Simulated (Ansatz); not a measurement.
# C2H6: the cost of one run

Program: Ansatz 0.2.0. Level of theory: the levels named in each step. These are calculated values, not measurements.

### Step 1. The structure to begin with

Bond lengths: C1–C2 1.521 Å, C1–H3 1.088 Å, C1–H4 1.087 Å, C1–H5 1.088 Å, C2–H6 1.088 Å, C2–H7 1.088 Å, C2–H8 1.088 Å. Angles: C1–C2–H6 110.6°, C1–C2–H7 110.6°, C1–C2–H8 110.6°, H6–C2–H7 108.3°, H6–C2–H8 108.3°, H7–C2–H8 108.3°, C2–C1–H3 110.6°, C2–C1–H4 110.7°, C2–C1–H5 110.6°, H3–C1–H4 108.2°, H3–C1–H5 108.3°, H4–C1–H5 108.3°.

Structure file:

```xyz
8

C    -0.7531    0.1059   -0.0159
C     0.7531   -0.1057    0.0159
H    -1.2184   -0.5623   -0.7375
H    -0.9921    1.1281   -0.2962
H    -1.1879   -0.0905    0.9618
H     0.9897   -1.1333    0.2839
H     1.2169    0.5536    0.7464
H     1.1896    0.1026   -0.9586
```

### Step 2. A rough first relaxation, PBE-D4/def2-SVP

This run stands in another session on the same molecule. It ended at:

```xyz
8

C    -0.7566    0.1058   -0.0159
C     0.7561   -0.1062    0.0159
H    -1.2487   -0.5639   -0.7511
H    -1.0186    1.1473   -0.2945
H    -1.2194   -0.0956    0.9721
H     1.0180   -1.1480    0.2935
H     1.2481    0.5628    0.7518
H     1.2190    0.0961   -0.9719
```

### Step 3. Relaxation, HF/STO-3G

input.yaml

```yaml
crystal:
  periodic: [false, false, false]
  atoms:
    - { symbol: C, position_ang: [-0.75660577, 0.10575986, -0.01594745] }
    - { symbol: C, position_ang: [0.75607055, -0.10620256, 0.01592282] }
    - { symbol: H, position_ang: [-1.24872312, -0.56389801, -0.75111861] }
    - { symbol: H, position_ang: [-1.01855499, 1.14732502, -0.29452962] }
    - { symbol: H, position_ang: [-1.21943155, -0.0956329, 0.97214829] }
    - { symbol: H, position_ang: [1.0180018, -1.14804169, 0.29352631] }
    - { symbol: H, position_ang: [1.24808275, 0.56275299, 0.75180485] }
    - { symbol: H, position_ang: [1.21903033, 0.0961473, -0.97191659] }
basis:
  gaussian: { orbitals: STO-3G }
hamiltonian:
  xc: hf
relax:
  f_tol: 0.002
  max_steps: 150
```

Started as:

```sh
> ansatz run input.yaml --threads 2 --pin off --max-ram 5120MiB --backend cpu --events-out ev --progress --plain --runs-dir out
```

Q: Estimate wall time and peak memory on 2 threads of Intel Xeon at 2.50GHz (Skylake/Cascade Lake), shared host.

About 5.2 s, with a peak of 0.082 GiB.
